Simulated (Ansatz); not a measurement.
**C₂H₃S−: one structure at several levels**

The task here is to estimate one member of a computed series from the others.

Computed with Ansatz 0.2.0, Gaussian basis. Level: single points in def2-TZVPPD.

Correlated methods freeze the cores. B3LYP uses VWN-RPA correlation.

**Starting geometry**

SMILES `C=C[S-]`, 6 atoms, charge -1, spin multiplicity 1.

Atoms are counted from 1 here; the program's logs count them from 0.

Bond lengths: C1–C2 1.549 Å, C1–H4 0.833 Å, C1–H5 1.175 Å, C2–S3 1.600 Å, C2–H6 0.945 Å. Angles: C2–C1–H4 125.6°, C2–C1–H5 105.5°, H4–C1–H5 127.7°, C1–C2–S3 117.7°, C1–C2–H6 117.5°, S3–C2–H6 124.7°.

Coordinates:

```xyz
6
charge -1, multiplicity 1
C    -0.4865    0.1806   -0.6348
C     0.4157   -0.0648    0.5997
S     0.9126   -1.5607    0.8714
H    -0.8639   -0.4108   -1.0848
H    -0.7043    1.3356   -0.6389
H     0.6662    0.6872    1.1135
```

Set-up of the first run:

run/in.yaml reads:

```yaml
crystal:
  periodic: [false, false, false]
  atoms:
    - {symbol: C, position_ang: [-0.486500, 0.180600, -0.634800]}
    - {symbol: C, position_ang: [0.415700, -0.064800, 0.599700]}
    - {symbol: S, position_ang: [0.912600, -1.560700, 0.871400]}
    - {symbol: H, position_ang: [-0.863900, -0.410800, -1.084800]}
    - {symbol: H, position_ang: [-0.704300, 1.335600, -0.638900]}
    - {symbol: H, position_ang: [0.666200, 0.687200, 1.113500]}
basis:
  gaussian: {orbitals: "def2-TZVPPD.json"}
total_charge: -1
correlation: {method: ccsd_t}
output: {forces: true}
```

The basis file named in the input lies beside it (Basis Set Exchange, JSON).

The command line of these runs was not kept.

Among the steps run: CCSD(T)/def2-TZVPPD; PBE0-D4/def2-TZVPPD; wB97M-V/def2-TZVPPD; r2SCAN-D4/def2-TZVPPD; PBE-D4/def2-TZVPPD; wB97X-V/def2-TZVPPD; B3LYP-D4/def2-TZVPPD.

One of the session's tables, all rows but one given; the rest of the session is left out.

```
   method  RMS force component (eV/Å)  angle to CCSD(T) forces (°)
  CCSD(T)                       8.249                    reference
  PBE0-D4                       8.319                          1.6
  wB97M-V                       8.262                          1.4
r2SCAN-D4                       8.214                          1.2
   PBE-D4                           ?                            ?
  wB97X-V                       8.400                          1.4
 B3LYP-D4                       8.164                          1.0
```

Estimate the missing values for PBE-D4.

As computed: RMS force component (eV/Å): 8.198; angle to CCSD(T) forces (°): 1.2. In the column «RMS force component (eV/Å)» it lies between B3LYP-D4 (8.164) and r2SCAN-D4 (8.214).

To keep in mind: The anion's highest level is positive in at least one run, so there the basis alone may hold the extra electron.
